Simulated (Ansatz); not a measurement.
Reaction (SMILES): OO (H2O2) + H+ → O[OH2+]
B3LYP-D3(BJ)/def2-TZVP geometries, fixed; electronic energies without zero-point terms; positive where energy is released.
Largest species:
```
O
H 1 0.9882
H 1 0.9882 2 110.68
O 1 1.4533 2 105.72 3 -114.02
H 4 0.9836 1 100.29 2 -121.30
```
Charge +1, spin multiplicity 1.

Basis-set convergence of the proton affinity at PBE with Ansatz (an electronic-structure program). Cartesian d functions, on some or all atoms, in 6-31G*, 6-31+G*; all else is spherical. No added dispersion term, no relativity. Functions are those of the species that has most. Reference: the value in pcseg-4, 165.61 kcal/mol, itself unsure by roughly 0.13 kcal/mol (its mean distance from aug-pcseg-3, aug-cc-pVQZ, cc-pV5Z). Deviations are taken from unrounded values.

```csv
basis,functions,proton affinity (kcal/mol)
6-31G*,36,168.93
6-31+G*,44,162.10
cc-pVDZ,43,171.02
aug-cc-pVDZ,73,164.16
def2-SVP,43,170.82
def2-SVPD,70,163.65
pcseg-1,43,164.08
aug-pcseg-1,73,162.34
6-311G**,54,169.70
6-311+G**,62,164.38
def2-TZVP,80,166.17
def2-TZVPD,107,164.80
cc-pVTZ,102,168.40
aug-cc-pVTZ,161,165.42
pcseg-2,102,165.76
aug-pcseg-2,161,165.40
def2-TZVPP,104,166.82
def2-TZVPPD,131,165.47
cc-pVQZ,200,167.00
aug-cc-pVQZ,298,165.58
def2-QZVPP,204,166.06
def2-QZVPPD,231,165.58
pcseg-3,219,165.65
aug-pcseg-3,317,165.60
```

What the diffuse functions change, pair by pair:
- 6-31G* to 6-31+G*: 8 more functions, deviation 3.32 to -3.51 kcal/mol
- cc-pVDZ to aug-cc-pVDZ: 30 more functions, deviation 5.41 to -1.45 kcal/mol
- def2-SVP to def2-SVPD: 27 more functions, deviation 5.21 to -1.96 kcal/mol
- pcseg-1 to aug-pcseg-1: 30 more functions, deviation -1.53 to -3.28 kcal/mol
- 6-311G** to 6-311+G**: 8 more functions, deviation 4.09 to -1.23 kcal/mol
- def2-TZVP to def2-TZVPD: 27 more functions, deviation 0.56 to -0.81 kcal/mol
- cc-pVTZ to aug-cc-pVTZ: 59 more functions, deviation 2.79 to -0.19 kcal/mol
- pcseg-2 to aug-pcseg-2: 59 more functions, deviation 0.15 to -0.21 kcal/mol
- def2-TZVPP to def2-TZVPPD: 27 more functions, deviation 1.21 to -0.14 kcal/mol
- cc-pVQZ to aug-cc-pVQZ: 98 more functions, deviation 1.39 to -0.03 kcal/mol
- def2-QZVPP to def2-QZVPPD: 27 more functions, deviation 0.45 to -0.03 kcal/mol
- pcseg-3 to aug-pcseg-3: 98 more functions, deviation 0.04 to -0.02 kcal/mol

They bring the value nearer the reference by more than 0.13 kcal/mol in 7 of 12 pairs.
